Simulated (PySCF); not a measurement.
**A gas-phase reaction: FH3Si + H2Si → FH5Si2**

What reaction energy should one expect for `F[SiH3]` + `[SiH2]` → `F[SiH2][SiH3]`?

Computed with PySCF 2.14.0; each step states its level. No surroundings beyond the atoms listed, unless a continuum is named. Atoms count from 0, parts from 1.

## Step 1: The system as given

Each species was relaxed by itself at PBE0-D3(BJ)/def2-SVPD.

## Step 2: Energies of the species: wB97M-D3(BJ)/def2-TZVPD

The job: settings as JSON, then the geometry in Å.

```
{"job": {"kind": "react", "xc": "wB97M-D3(BJ)", "basis": "def2-TZVPD"}, "charge": 0, "multiplicity": 1}
-1 FH3Si charge 0 multiplicity 1
F      1.571230    -0.176120     0.045450
Si    -0.060780    -0.001740    -0.001340
H     -0.353390     1.416860    -0.338770
H     -0.585170    -0.921860    -1.045690
H     -0.590490    -0.355930     1.342450

-1 H2Si charge 0 multiplicity 1
Si     0.195910    -0.683740    -0.016290
H      0.899040     0.637330     0.317230
H     -1.118490     0.050010    -0.307530

+1 FH5Si2 charge 0 multiplicity 1
F      1.099530    -1.247710    -1.559790
Si     1.032400     0.032930    -0.522850
Si    -1.043160     0.009280     0.569480
H      1.227480     1.268720    -1.336170
H      2.168880    -0.116150     0.432640
H     -2.153020     0.152710    -0.418520
H     -1.083660     1.158580     1.525000
H     -1.211650    -1.265750     1.327380
```

With the program's defaults for keys left out, this is: wB97M-D3(BJ)/def2-TZVPD reaction energy of separated species, gas phase.

Run with:

```console
$ OMP_NUM_THREADS=1 python cluster_run.py task.json out
```

One launch serves the whole session: the jobs run in the order shown.

**Question.** The jobs that follow are: PBE0-D3(BJ)/def2-TZVPD reaction energy of separated species, gas phase; MP2/def2-TZVPD reaction energy of separated species, gas phase. Predict: reaction energy (wB97M-D3(BJ)/def2-TZVPD); ΔH, ΔG at 298 K (xTB thermal terms). Thermal terms come from harmonic xTB runs on each species.

The runs gave:

| quantity | value |
| --- | --- |
| reaction energy (wB97M-D3(BJ)/def2-TZVPD) | -52.31 kcal/mol |
| ΔH, ΔG at 298 K (xTB thermal terms) | -50.1, -40.9 kcal/mol |
| range of the reaction energy over the runs of this table | -59.93 to -52.31 kcal/mol |

**Reading.** The reaction is exothermic by 50.1 kcal/mol in the gas phase; dispersion gives -1.45, and xTB itself gave -41.28 for the electronic energy (xTB energies and thermal terms come from the earlier relaxation of each species, not shown). No barrier was sought. xTB and this level differ widely in the electronic energy, so what comes from xTB (the thermal terms above all) is less safe here. The reaction energy runs from -59.93 (PBE0-D3(BJ)/def2-TZVPD) to -52.31 kcal/mol (wB97M-D3(BJ)/def2-TZVPD).
